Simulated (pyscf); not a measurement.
hydrogen cyanide (HC≡N) + ethylene (H₂C=CH₂) -> cyclic C₃H₅N (SMILES C1=NCC1) (cycloaddition; singlet surface; none broken, C–C, C–N formed). PySCF, gas phase, ωB97X-D3(BJ)/def2-SVP geometries. MP2 and CC: frozen core, UHF for open shells. ΔMP2 is the change of the MP2 total energy from the triple- to the quadruple-zeta basis. Energies in eV from the separated reactants.

| level | barrier | reaction energy |
|---|---|---|
| ωB97X-D3(BJ)/def2-TZVP | 2.59 | -0.29 |
| r²SCAN/def2-TZVP | 2.51 | -0.25 |
| B3LYP-D3(BJ)/def2-TZVP | 2.76 | 0.00 |
| HF/def2-TZVP | (withheld) | +0.34 |
| MP2/def2-QZVPP | 3.05 | -0.04 |
| CCSD/def2-TZVPP | 2.98 | +0.04 |
| CCSD(T)/def2-TZVPP + ΔMP2(QZVPP) | (withheld) | (withheld) |

Question: What belongs in the gaps?

Answer: 
- HF/def2-TZVP, barrier: 3.06
- CCSD(T)/def2-TZVPP + ΔMP2(QZVPP), barrier: 2.89
- CCSD(T)/def2-TZVPP + ΔMP2(QZVPP), reaction energy: -0.01

At the saddle there is also a short C–C contact that neither side keeps. cyclic C₃H₅N (SMILES C1=NCC1) lies 1.42 eV over its isomer H₃C–CH₂–C≡N, and others may lie lower still (electronic energy, ωB97M-D3(BJ)). One saddle was located; it need not be the lowest between these sides. A restricted solution here is unstable towards spin polarisation, so biradical character is likely and single-reference numbers are less safe. The CCSD(T) − MP2 part came from Ansatz, without density fitting, on the same reference.
